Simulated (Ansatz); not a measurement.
A made-up structure of SiNH6S (charge +1), singlet:

| atom | x (Å) | y (Å) | z (Å) |
| --- | --- | --- | --- |
| N1 | -0.0720 | -0.8221 | 0.1383 |
| Si2 | -0.4215 | 0.8615 | -0.6935 |
| S3 | 0.5936 | -0.4507 | 2.0773 |
| H4 | -0.9699 | 0.7139 | -1.9950 |
| H5 | 0.7549 | 1.6469 | -0.8191 |
| H6 | -1.3440 | 1.6258 | 0.0689 |
| H7 | 0.6073 | -1.2167 | -0.5122 |
| H8 | -1.0086 | -1.2259 | 0.1236 |
| H9 | 1.8914 | -0.3853 | 1.7212 |

It is relaxed with PBE-D4/def2-SVP and then PBE0-D4/def2-TZVP (Ansatz 0.2.0). Atoms count as bonded within 1.22 times the sum of their covalent radii (H–H: 0.88 Å). The end point is not checked to be a true minimum.

(1) Does its bonding change? (Judge from chemistry; the calculation decides.)

## Answers

(1) The calculation gives: No: no bond forms or breaks.

Where it ends: The first stage lowers the energy by 1.10 eV in 10 steps. It ends as SiNH₆S ([SiH3][NH2][SH]), total charge +1:
```tsv
atom	x (Å)	y (Å)	z (Å)
N1	-0.0904	-0.7487	0.1340
Si2	-0.3626	0.9422	-0.6552
S3	0.5869	-0.6669	1.7843
H4	-0.8655	0.6045	-1.9997
H5	0.9948	1.5141	-0.6257
H6	-1.3345	1.5647	0.2566
H7	0.4840	-1.3678	-0.4429
H8	-0.9920	-1.2231	0.2361
H9	1.6105	0.1286	1.4219
```

Labels in which every atom is bracketed show which atoms are joined, not bond orders.

For scale, one of the runs: PBE0-D4/def2-TZVP relaxation, 141 basis functions, launched by `ansatz run in.yaml --threads 2 --pin off --events-out ev --progress --plain --max-ram 4352MiB`. Hardware: 2 CPU threads of an Intel Xeon Platinum 8375C, shared host. Wall time about 31 s.
